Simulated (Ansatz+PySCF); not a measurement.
**singlet C3H8: levels of theory in one basis**

```xyz
11

C     0.0000   -0.2774   -1.3727
C     0.0000    0.6258    0.0000
C     0.0000   -0.2774    1.3727
H     0.0000    0.4028   -2.3480
H     0.9586   -0.9815   -1.4265
H    -0.9586   -0.9815   -1.4265
H    -0.9495    1.3469    0.0000
H     0.9495    1.3469    0.0000
H     0.0000    0.4028    2.3480
H    -0.9586   -0.9815    1.4265
H     0.9586   -0.9815    1.4265
```

Basis set: def2-SVP (spherical functions). Correlated methods keep 3 orbitals frozen. Charge 0, multiplicity 1.

Computed with Ansatz (development build ahead of 0.2.0); each method stands on the lowest determinant of its kind that the runs found.

| method | E − E(RHF) (eV) | <S²> of the determinant |
| --- | --- | --- |
| RHF | 0.00 | 0.00 |
| RHF-MP2 | -12.35 | – |
| RHF-CCSD(T) | -14.17 | – |

Problem. What does RHF-CCSD give on the same scale?

Solution. -13.76 eV.

Problem. Is a single determinant a sound starting point here?

Solution. By this sign, yes. Unrestricted orbitals gain 0.00 eV and <S²> is 0.00 against 0.00 for a pure state.
